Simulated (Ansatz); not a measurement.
The same path of CH2NSi (5 atoms, charge 0, multiplicity 2) was run twice with different band settings.

Theory: Ansatz 0.2.0, UKS B3LYP/def2-mTZVP.

Relaxed end points:

```xyz
5
Properties=species:S:1:pos:R:3
N -1.222 -0.548 -0.178
C -0.117 -0.201 0.115
Si 1.557 0.142 0.797
H -1.664 -0.953 -0.994
H 1.445 1.561 0.260
```

```xyz
5
Properties=species:S:1:pos:R:3
N -0.925 -0.746 -0.641
C -0.032 -0.259 -0.016
Si 1.452 0.213 0.965
H -1.935 -0.769 -0.570
H 1.439 1.561 0.261
```

Common settings: movable images 7; climbing image yes; optimiser quadratic models (default); start path through a guess of the saddle point; force threshold 0.05 eV/Å; end points relaxed.

| run | spring | iteration limit |
| --- | --- | --- |
| 1 | 5.0 eV/Å² | 29 |
| 2 | 0.1 eV/Å² | 36 |

(1) What does each run give, and how far can it be trusted?

Results:

(1) Run 1: converged after 27 iterations, highest image 0.099 eV above the first end. A vibrational analysis at the climbing image gives one clearly imaginary mode, 486i cm⁻¹: a first-order saddle point.
Run 2: converged after 19 iterations, highest image 0.099 eV above the first end. Another band between the same ends (7 images) ends at a top of the same energy, where a vibrational analysis finds 1 clearly imaginary mode.
